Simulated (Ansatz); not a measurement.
System: chalcopyrite CuGaSe₂. Method: rVV10 (Ansatz, a first-principles code, PAW).

Run with plane-wave cutoff 520 eV, 8×8×8 k mesh, Fermi–Dirac smearing 0.01 eV, no spin polarisation, scalar-relativistic PAW data made under PBE.

Energies at three volumes about the minimum:

```tsv
V (Å³/atom)	E − E_lowest (meV/atom)
22.547	1.78
23.007	0.00
23.468	1.65
```

Question: Fit a parabola by hand: where is the minimum, and what is the bulk modulus?

Answer: Slopes: (0.00 − 1.78)/(23.007 − 22.547) = -3.870 and (1.65 − 0.00)/(23.468 − 23.007) = 3.579 meV/Å³. Curvature E″ = 2 × (3.579 − (-3.870))/(23.468 − 22.547) = 16.176 meV/Å⁶. From the middle of the first interval, the slope vanishes at V0 = 22.7770 − (-3.870)/16.176 = 23.016 Å³/atom. B = V0 E″ = 23.016 × 16.176 meV/Å³ × 0.1602 GPa per meV/Å³ = 59.7 GPa. The full Birch–Murnaghan fit to all volumes gives V0 = 23.007 Å³/atom and B0 = 59.6 GPa.

Shape and atoms are relaxed at each volume.

Note: the bulk modulus comes from volumes at which shape and atoms were relaxed.
